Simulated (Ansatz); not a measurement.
Reaction (SMILES): ClO (OH-Cl) → [OH] (OH) + Cl atom
B3LYP-D3(BJ)/def2-TZVP geometries, fixed; electronic energies without zero-point terms.

Basis-set convergence of the bond dissociation energy at B3LYP with Ansatz (an electronic-structure program). Cartesian d functions, on some or all atoms, in 6-31+G*; all else is spherical. The program fits the integrals of some runs and decomposes those of others, by size. Open shells are unrestricted. No added dispersion term, no relativity. Functions are those of the species that has most. Reference: the value in pcseg-4, 55.11 kcal/mol, itself unsure by roughly 0.05 kcal/mol (its mean distance from aug-pcseg-3, aug-cc-pV(Q+d)Z, cc-pV(5+d)Z). Deviations are taken from unrounded values.

```csv
basis,functions,bond dissociation energy (kcal/mol),minus reference (kcal/mol)
6-31G,24,35.21,-19.90
pcseg-0,24,38.09,-17.02
def2-SV(P),34,53.31,-1.80
def2-SVP,37,53.30,-1.81
6-31+G*,44,50.29,-4.81
"6-311++G(2d,2p)",72,52.28,-2.83
pcseg-2,78,54.08,-1.03
cc-pV(T+d)Z,83,55.39,0.28
def2-TZVPPD,108,54.62,-0.49
aug-pcseg-2,119,54.57,-0.53
aug-cc-pV(T+d)Z,124,54.71,-0.40
cc-pV(Q+d)Z,149,55.30,0.19
aug-cc-pV(Q+d)Z,215,55.00,-0.11
```
